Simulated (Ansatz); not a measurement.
in.yaml

```yaml
crystal:
  periodic: [false, false, false]
  atoms:
    - {symbol: Ge, position_ang: [-0.019278, -0.212020, 1.885920]}
    - {symbol: P, position_ang: [-0.020111, 0.893226, 0.012966]}
    - {symbol: Ge, position_ang: [0.027853, -0.168853, -1.891448]}
basis:
  gaussian: {orbitals: 6-31G}
magnetization: {spin_polarized: false, initial_magnetization: 1}
correlation: {method: bccd, electrons: outside_noble_gas}
output: {forces: true}
```

```sh
$ ansatz run in.yaml --threads 1 --pin off --events-out ev --progress --plain --max-ram 2393MiB
```

Problem. Roughly how long does this take on 1 thread of Intel Xeon, shared host, and how much host memory?

Solution. 1.8 min wall and 0.22 GiB.

```
640 factors; integrals over basis functions are off by at most 3.2e-4 eV
mean field evaluation 1: about -122197.5225 eV, gradient 1.2e1 eV
mean field evaluation 2: about -122197.5642 eV, gradient 1.2e1 eV
mean field evaluation 4: about -122198.3258 eV, gradient 1.6e0 eV
mean field evaluation 8: about -122198.3687 eV, gradient 2.9e-1 eV
mean field evaluation 16: about -122198.3699 eV, gradient 9.2e-3 eV
mean field evaluation 32: about -122198.2785 eV, gradient 1.6e0 eV
mean field evaluation 64: about -122198.3700 eV, gradient 2.8e-5 eV
mean field evaluation 96: about -122193.9199 eV, gradient 5.4e0 eV
mean field evaluation 128: about -122198.3217 eV, gradient 3.0e-6 eV
mean field evaluation 160: about -122198.3945 eV, gradient 7.2e-1 eV
...
mean field -122198.40402764 eV, -4490.7085189626 hartree, gradient 2.8e-6 eV, S^2 0.750000; 22 other end points of the search recorded, 0 dependent functions left out
...
determinant -122198.40402764 eV, -4490.7085189626 hartree, with singles and doubles -122203.01963798 eV, -4490.8781395141 hartree
determinant -122198.38934316 eV, -4490.7079793179 hartree, with singles and doubles -122203.02041731 eV, -4490.8781681540 hartree
determinant -122198.36996355 eV, -4490.7072671302 hartree, with singles and doubles -122203.03452173 eV, -4490.8786864818 hartree
determinant -122198.32173377 eV, -4490.7054947186 hartree, with singles and doubles -122202.62927965 eV, -4490.8637941100 hartree
determinant -122198.30048356 eV, -4490.7047137878 hartree, with singles and doubles -122202.61461307 eV, -4490.8632551231 hartree
determinant -122198.02254426 eV, -4490.6944997069 hartree, with singles and doubles -122202.70357953 eV, -4490.8665245804 hartree
determinant -122197.62205766 eV, -4490.6797820957 hartree, with singles and doubles -122202.27822450 eV, -4490.8508930712 hartree
determinant -122196.13871883 eV, -4490.6252703992 hartree, with singles and doubles -122201.09421706 eV, -4490.8073816002 hartree
determinant -122195.33687946 eV, -4490.5958033459 hartree, with singles and doubles -122199.87910664 eV, -4490.7627271162 hartree
determinant -122195.06954441 eV, -4490.5859789641 hartree, with singles and doubles -122200.56002801 eV, -4490.7877505147 hartree
determinant -122198.40402764 eV, -4490.7085189626 hartree, with singles and doubles -122203.04188432 eV, -4490.8789570520 hartree
determinant -122198.38934316 eV, -4490.7079793179 hartree, with singles and doubles -122203.04191581 eV, -4490.8789582091 hartree
determinant -122198.36996355 eV, -4490.7072671302 hartree, with singles and doubles -122203.04483663 eV, -4490.8790655472 hartree
determinant -122198.32173377 eV, -4490.7054947186 hartree, with singles and doubles -122202.69916226 eV, -4490.8663622485 hartree
determinant -122198.30048356 eV, -4490.7047137878 hartree, with singles and doubles -122202.69393483 eV, -4490.8661701440 hartree
determinant -122198.02254426 eV, -4490.6944997069 hartree, with singles and doubles -122202.71549908 eV, -4490.8669626155 hartree
...
33 core orbitals not correlated: weight in the atoms' cores, before any rotation towards them, 0.999 or more for the frozen orbitals, at most 0.001 for the correlated occupied ones
reference -122198.36996355 eV, -4490.7072671302 hartree; 7, 6 occupied and 31, 32 virtual orbitals, 640 factors
second order -4.00803433 eV of doubles, -0.10657073 eV of singles
...
cycle   7  -4.64944120 eV  change    2.1e-4 eV  update   2.9e-4
cycle   8  -4.64947748 eV  change   -3.6e-5 eV  update   1.5e-4
cycle   9  -4.64942091 eV  change    5.7e-5 eV  update   7.8e-5
cycle  10  -4.64942342 eV  change   -2.5e-6 eV  update   4.1e-5
cycle  11  -4.64942997 eV  change   -6.5e-6 eV  update   2.4e-5
cycle  12  -4.64943250 eV  change   -2.5e-6 eV  update   1.4e-5
cycle  13  -4.64943714 eV  change   -4.6e-6 eV  update   7.6e-6
cycle  14  -4.64943650 eV  change    6.4e-7 eV  update   3.6e-6
cycle  15  -4.64943494 eV  change    1.6e-6 eV  update   1.9e-6
cycle  16  -4.64943501 eV  change   -7.4e-8 eV  update   9.7e-7
WARN: the results are in doubt because among natural orbitals full CI differs from the method by -0.096 eV
the calculation of the forces begins
Total energy: -122203.01939856 eV, -4490.8781307155 hartree
Atom 0 at    -0.019278    -0.212020     1.885920 Å, force    -0.005580    -0.625729     1.535660 eV/Å
Atom 1 at    -0.020111     0.893226     0.012966 Å, force    -0.025715     1.179250    -0.048528 eV/Å
Atom 2 at     0.027853    -0.168853    -1.891448 Å, force     0.031295    -0.553521    -1.487132 eV/Å
Dipole moment:     0.006292    -0.277865    -0.006819 e Å
In doubt: among natural orbitals full CI differs from the method by -0.096 eV
```

Forces (eV/Å):
```
Ge  -0.006 -0.626  1.536
P   -0.026  1.179 -0.049
Ge   0.031 -0.554 -1.487
```

The singles that turn the determinant into the Brueckner one have T1 = 0.045.
